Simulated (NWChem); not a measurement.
Species: chloroform (CHCl3); SMILES ClC(Cl)Cl

Program: NWChem. Pople sets run with spherical d functions. Each level has its own optimisation. Computed dipoles belong to the equilibrium geometry; the measured one is vibrationally averaged.

Measured dipole moment: 1.01 D (NIST CCCBDB, as tabulated in the package chemicals).

| level | dipole moment (D) | computed − measured |
|---|---|---|
| Hartree-Fock/STO-3G | 1.69 | +0.68 |
| Hartree-Fock/3-21G | 1.72 | +0.71 |
| Hartree-Fock/6-31G* | 1.35 | +0.34 |
| B3LYP/6-31G* | 1.28 | +0.27 |
| LDA (Slater exchange, VWN5)/def2-SVP | 1.08 | +0.07 |
| PBE/def2-SVP | [?] | [?] |
| BLYP/def2-SVP | [?] | [?] |
| PBE0/def2-SVP | 1.17 | +0.16 |

### Question
Complete the blanks.

### Answer

- BLYP/def2-SVP, dipole moment (D): 1.08
- BLYP/def2-SVP, computed − measured: +0.07
- PBE/def2-SVP, dipole moment (D): 1.10
- PBE/def2-SVP, computed − measured: +0.09
